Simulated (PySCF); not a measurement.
Zinc-blende AlN (metastable phase): PBE at its full settings () and at cheaper ones, in a cell of 2 atoms.

| level and setting | lattice constant a (Å) | bulk modulus B0 (GPa) |
|---|---|---|
| PBE (PySCF) | 4.386 | 192 |
| PBE/6-31G* (Γ point alone) (PySCF) | 4.605 | 164 |
| PBE/6-31G* (2×2×2 k mesh) (PySCF) | 4.467 | 182 |
| PBE/GTH-SZV (2×2×2 k mesh) (PySCF) | [?] | [?] |
| PBE/STO-3G (2×2×2 k mesh) (PySCF) | 4.357 | 263 |

### Question
What belongs in the gaps?

### Answer

- PBE/GTH-SZV (2×2×2 k mesh) (PySCF), lattice constant a (Å): 4.597
- PBE/GTH-SZV (2×2×2 k mesh) (PySCF), bulk modulus B0 (GPa): 149

Largest shifts from the full settings: lattice constant a +4.99 % (PBE/6-31G* (Γ point alone)); bulk modulus +37 % (PBE/STO-3G (2×2×2 k mesh)).

Run with cheap settings on purpose, which may leave them unconverged: PBE/6-31G* (2×2×2 k mesh), PBE/6-31G* (Γ point alone), PBE/GTH-SZV (2×2×2 k mesh), PBE/STO-3G (2×2×2 k mesh).
